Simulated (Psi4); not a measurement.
# UHF/aug-pcseg-1 (sweep point 2) run of [C2H2F2]+ (SMILES [CH2+][C](F)F)

Aim: the vertical doublet–quartet gap of [C2H2F2]+ at UHF/aug-pcseg-1 (sweep point 2), from 2 runs. Input form: a Python script.

Program for the calculation: Psi4 1.11.

**1. The structure to begin with**

[C2H2F2]+: 6 atoms, total charge +1, spin state doublet. SMILES: `[CH2+][C](F)F`. The shape is that of a GFN2-xTB optimisation. This is one conformer, not always the lowest.

Bond lengths: C1–C2 1.388 Å, C2–F3 1.276 Å, C2–F4 1.276 Å, C1–H5 1.090 Å, C1–H6 1.090 Å. Angles: C1–C2–F3 123.4°, C1–C2–F4 123.5°, F3–C2–F4 113.1°, C2–C1–H5 120.5°, C2–C1–H6 120.4°, H5–C1–H6 119.1°.

**2. A single-point energy at UHF/aug-pcseg-1 (sweep point 2)**

calc.py reads:

```python
import psi4

psi4.set_memory(1600000000)
psi4.set_num_threads(1)
psi4.core.set_output_file('c2h2f2.out', False)

geom = psi4.geometry("""
1 2
C     -0.58815836     1.18652124    -0.47520943
C      0.50967803    -1.02612129     0.41005167
F     -0.75912188    -2.88111424     1.28590194
F      2.88969360    -1.41308050     0.43174573
H      0.58214903     2.71572541    -1.20447364
H     -2.63420263     1.41806938    -0.44801627
units bohr
symmetry c1
""")

options = {'basis': 'aug-pcseg-1', 'reference': 'uhf', 'puream': True, 'scf_type': 'pk', 'maxiter': 150}
psi4.set_options(options)

e = psi4.energy("scf", molecule=geom)
print(f'total energy {e:.8f} hartree = {e * 27.211386:.5f} eV')
```

Launch:

```bash
python calc.py
```

c2h2f2.out (excerpt; [...] marks lines left out):

```text
[...]
  Running in c1 symmetry.
[...]
  Nuclear repulsion =  118.497687052403251
[...]
  Multiplicity = 2
[...]
  Nalpha       = 16
  Nbeta        = 15
[...]
    Number of basis functions: 110
[...]
   @UHF iter   1:  -275.24763618846782   -2.18067e-01   3.96748e-03 DIIS/ADIIS
[...]
   @UHF iter   9:  -275.34726702685782   -1.61218e-07   9.33267e-07 DIIS
[...]
   @S^2 Observed:                7.557464080E-01
[...]
    Orbital Energies [Eh]
    ---------------------
    Alpha Occupied:
       1A    -26.634249     2A    -26.634112     3A    -11.794050
       4A    -11.586761     5A     -2.034286     6A     -1.961041
       7A     -1.404111     8A     -1.201113     9A     -1.119217
      10A     -1.078369    11A     -1.062690    12A     -0.983750
      13A     -0.964600    14A     -0.935664    15A     -0.893132
      16A     -0.733470
    Alpha Virtual:
      17A     -0.162016    18A     -0.115818    19A     -0.078474
      20A     -0.077139    21A     -0.070901    22A     -0.041091
      23A     -0.039278    24A     -0.027439    25A     -0.019886
[...]
  @UHF Final Energy:  -275.34726702685782
   => Energetics <=
    Nuclear Repulsion Energy =            118.4976870524032506
    One-Electron Energy =                -606.6227002066550540
    Two-Electron Energy =                 212.7777461273939821
    Total Energy =                       -275.3472670268578213
  UHF NO Occupations:
  HONO-2 :   14  A 1.9995512
  HONO-1 :   15  A 1.9983128
[...]
 Multipole Moments:
 ------------------------------------------------------------------------------------
     Multipole            Electronic (a.u.)      Nuclear  (a.u.)        Total (a.u.)
 ------------------------------------------------------------------------------------
 L = 1.  Multiply by 2.5417464519 to convert [e a0] to [Debye]
 Dipole X            :          1.3413157           -2.0779374           -0.7366217
 Dipole Y            :         -2.7006944            4.1870476            1.4863532
 Dipole Z            :          1.0796912           -1.6742951           -0.5946039
 Magnitude           :                                                    1.7622177
[...]
```

On the terminal:

```text
total energy -275.34726703 hartree = -7492.58077 eV
```

Run time: 5.4 s. Hardware: 1 thread of AMD EPYC 7R43 (Zen 3), shared host; peak memory 0.46 GiB.

**3. The quartet, same level**

c2h2f2.py reads:

```python
import psi4

psi4.set_memory(1600000000)
psi4.set_num_threads(1)
psi4.set_output_file('run.log', False)

geom = psi4.geometry("""
1 4
C     -0.58815836     1.18652124    -0.47520943
C      0.50967803    -1.02612129     0.41005167
F     -0.75912188    -2.88111424     1.28590194
F      2.88969360    -1.41308050     0.43174573
H      0.58214903     2.71572541    -1.20447364
H     -2.63420263     1.41806938    -0.44801627
units bohr
symmetry c1
""")

psi4.set_options({
    'basis': 'aug-pcseg-1',
    'reference': 'uhf',
    'puream': True,
    'scf_type': 'pk',
    'maxiter': 150,
})

e = psi4.energy('scf', molecule=geom)
print('E =', round(e, 9))
```

Launch:

```bash
python c2h2f2.py
```

run.log (excerpt; [...] marks lines left out):

```text
[...]
  Running in c1 symmetry.
[...]
  Nuclear repulsion =  118.497687052403251
[...]
  Multiplicity = 4
[...]
  Nalpha       = 17
  Nbeta        = 14
[...]
    Number of basis functions: 110
[...]
   @UHF iter   1:  -274.91420112743788    1.15368e-01   2.91308e-03 DIIS/ADIIS
[...]
   @UHF iter  11:  -275.01159275012594   -4.22403e-08   9.37709e-07 DIIS
[...]
   @S^2 Observed:                3.769420798E+00
[...]
    Orbital Energies [Eh]
    ---------------------
    Alpha Occupied:
       1A    -26.547055     2A    -26.546664     3A    -11.659579
       4A    -11.616656     5A     -1.951051     6A     -1.879300
       7A     -1.458723     8A     -1.187793     9A     -1.102666
      10A     -1.062214    11A     -1.045302    12A     -1.006579
      13A     -0.934125    14A     -0.900978    15A     -0.883121
      16A     -0.843934    17A     -0.535742
    Alpha Virtual:
      18A     -0.136724    19A     -0.101066    20A     -0.080214
      21A     -0.078318    22A     -0.050559    23A     -0.045214
      24A     -0.030580    25A     -0.026375    26A     -0.022988
[...]
  @UHF Final Energy:  -275.01159275012594
   => Energetics <=
    Nuclear Repulsion Energy =            118.4976870524032506
    One-Electron Energy =                -607.8149061075555437
    Two-Electron Energy =                 214.3056263050263226
    Total Energy =                       -275.0115927501259421
  UHF NO Occupations:
  HONO-2 :   15  A 1.0000000
  HONO-1 :   16  A 1.0000000
[...]
 Multipole Moments:
 ------------------------------------------------------------------------------------
     Multipole            Electronic (a.u.)      Nuclear  (a.u.)        Total (a.u.)
 ------------------------------------------------------------------------------------
 L = 1.  Multiply by 2.5417464519 to convert [e a0] to [Debye]
 Dipole X            :          0.6578271           -2.0779374           -1.4201103
 Dipole Y            :         -1.3331405            4.1870476            2.8539071
 Dipole Z            :          0.5334163           -1.6742951           -1.1408788
 Magnitude           :                                                    3.3857205
[...]
```

On the terminal:

```text
E = -275.01159275
```

Wall time 5.7 s (1 thread of AMD EPYC 7R43 (Zen 3), shared host); peak memory 0.46 GiB.

**4. Outcome**

At UHF/aug-pcseg-1 (sweep point 2):

```
                                        quantity          value
                           doublet: total energy  -275.34727 Eh
     doublet: HOMO energy (highest over α and β)      -19.96 eV
      doublet: LUMO energy (lowest over α and β)       -7.64 eV
                                   doublet: ⟨S²⟩          0.756
                           quartet: total energy  -275.01159 Eh
     quartet: HOMO energy (highest over α and β)      -14.58 eV
      quartet: LUMO energy (lowest over α and β)      -13.41 eV
                                   quartet: ⟨S²⟩          3.769
vertical energy of the quartet above the doublet       9.134 eV
```

What this shows: At this shape the quartet lies 9.13 eV (881 kJ/mol) above the doublet.
